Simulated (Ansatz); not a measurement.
Species: CH₄N, charge 0, multiplicity 2. It need not be the lowest isomer of its formula. 
Structure (B3LYP-D3(BJ)/def2-TZVP (Ansatz, a quantum-chemistry and plane-wave program) minimum search):
```xyz
6

C      0.1231     0.7206    -0.0043
N     -0.0884    -0.6546     0.0035
H     -0.4969    -1.0305     0.8459
H     -0.5248    -1.0357    -0.8225
H      0.4664     1.1652     0.9184
H      0.4354     1.1594    -0.9407
```
Charge 0, spin multiplicity 2.

Basis-set convergence of Hartree-Fock and CCSD(T) correlation energies (hartree) with Ansatz. Valence correlation only, unless marked. Open shells are spin-unrestricted. Spin-orbit coupling is left out. No relativistic terms.

| basis | functions | E(HF) | E(corr, CCSD(T)) |
|---|---|---|---|
| aug-cc-pVDZ | 82 | -94.60908 | -0.35044 |
| aug-cc-pVTZ | 184 | ? | ? |

Task: Complete the blanks.

Result: 
- aug-cc-pVTZ, E(HF): -94.63306
- aug-cc-pVTZ, E(corr, CCSD(T)): -0.41465
